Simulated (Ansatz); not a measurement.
`[AlH]1[SiH2][S]1`: the same geometry under several functionals.

```yaml
crystal:
  periodic: [false, false, false]
  atoms:
    - {symbol: Al, position_ang: [-1.021736, -0.745368, -0.595012]}
    - {symbol: Si, position_ang: [0.854449, 0.186327, 0.397591]}
    - {symbol: S, position_ang: [-0.918079, 1.374855, -0.142191]}
    - {symbol: H, position_ang: [-2.078317, -1.714965, -1.239595]}
    - {symbol: H, position_ang: [2.076217, 0.627536, -0.325152]}
    - {symbol: H, position_ang: [1.129667, 0.207515, 1.858259]}
basis:
  gaussian: {orbitals: def2-TZVPP}
hamiltonian: {xc: {name: wB97M-V}}
output: {forces: true, orbitals: {seedname: orbitals}}
```

```sh
$ ansatz run in.yaml --threads 2 --pin off --events-out ev --progress --plain --max-ram 4352MiB
```

Shortened log:

```
Functional definition: wB97M-V
1031 factors; their error is unknown
221 factors; integrals over basis functions are off by at most 1.3e-5 eV
mean field evaluation 1: about -25357.2596 eV, gradient 1.8e1 eV
mean field evaluation 2: about -25357.8517 eV, gradient 1.6e1 eV
mean field evaluation 4: about -25358.4570 eV, gradient 5.7e-1 eV
mean field evaluation 8: about -25358.4755 eV, gradient 1.4e-1 eV
mean field evaluation 16: about -25358.4755 eV, gradient 5.5e-5 eV
mean field -25358.47554315 eV, -931.9067876188 hartree, gradient 5.5e-5 eV, S^2 0.000000; 0 other end points of the search recorded, 0 dependent functions left out
reference -25358.47559287 eV, -931.9067894460 hartree; 23, 23 occupied and 145, 145 virtual orbitals, 1031 factors
Total energy: -25358.47559287 eV, -931.9067894460 hartree
Atom 0 at    -1.021736    -0.745368    -0.595012 Å, force    -0.094963    -0.033424    -0.047593 eV/Å
Atom 1 at     0.854449     0.186327     0.397591 Å, force     0.114600     0.016905     0.052962 eV/Å
Atom 2 at    -0.918079     1.374855    -0.142191 Å, force     0.016225    -0.054616    -0.003483 eV/Å
Atom 3 at    -2.078317    -1.714965    -1.239595 Å, force     0.134744     0.108834     0.079354 eV/Å
Atom 4 at     2.076217     0.627536    -0.325152 Å, force    -0.142391    -0.044174     0.091086 eV/Å
Atom 5 at     1.129667     0.207515     1.858259 Å, force    -0.028215     0.006475    -0.172326 eV/Å
Dipole moment:    -0.000632    -0.420785    -0.081223 e Å
```

Hardware: 2 threads of an Arm Neoverse V1 on a shared host. Wall time 11 s, peak host memory 0.45 GiB.

The same input with `hamiltonian: {xc: {name: LC-wPBE}}` and no forces (abridged; 2.3 s):

```
Functional definition: LC-wPBE
mean field evaluation 16: about -25352.2172 eV, gradient 5.0e-5 eV
mean field -25352.21715013 eV, -931.6767959174 hartree, gradient 5.0e-5 eV, S^2 0.000000
Total energy: -25352.21715014 eV, -931.6767959176 hartree
```

With the line `hamiltonian: {xc: {name: r2SCANh}, dispersion: d4}` and no forces (abridged; 5 s):

```
Functional definition: r2SCANh
mean field evaluation 16: about -25357.9519 eV, gradient 3.9e-5 eV
mean field -25357.95187153 eV, -931.8875430416 hartree, gradient 3.9e-5 eV, S^2 0.000000
Total energy: -25357.98598260 eV, -931.8887966003 hartree
```

The same input with `hamiltonian: {xc: {name: B97M-V}}` and no forces (abridged; 8.5 s):

```
Functional definition: B97M-V
mean field evaluation 16: about -25354.1078 eV, gradient 7.9e-5 eV
mean field -25354.10777101 eV, -931.7462749530 hartree, gradient 3.1e-5 eV, S^2 0.000000
Total energy: -25354.10783210 eV, -931.7462771980 hartree
```

With the line `hamiltonian: {xc: pbe0, dispersion: d4}` and no forces (abridged; 2.6 s):

```
Functional definition: PBE0
mean field evaluation 16: about -25350.0681 eV, gradient 2.9e-5 eV
mean field -25350.06814241 eV, -931.5978213404 hartree, gradient 2.9e-5 eV, S^2 0.000000
Total energy: -25350.19180530 eV, -931.6023658675 hartree
```

Changing it to `hamiltonian: {xc: {name: B2PLYP}}` and no forces (abridged; 4 s):

```
Functional definition: B2PLYP
mean field evaluation 16: about -25346.8809 eV, gradient 1.0e-5 eV
mean field -25346.88088828 eV, -931.4806919112 hartree, gradient 2.0e-6 eV, S^2 0.000000
15 core orbitals not correlated: weight in the atoms' cores, before any rotation towards them, 1.000 or more for the frozen orbitals, at most 0.000 for the correlated occupied ones
second order -12.46765470 eV of doubles, -0.00000000 eV of singles
Total energy: -25350.24731306 eV, -931.6044057400 hartree
```
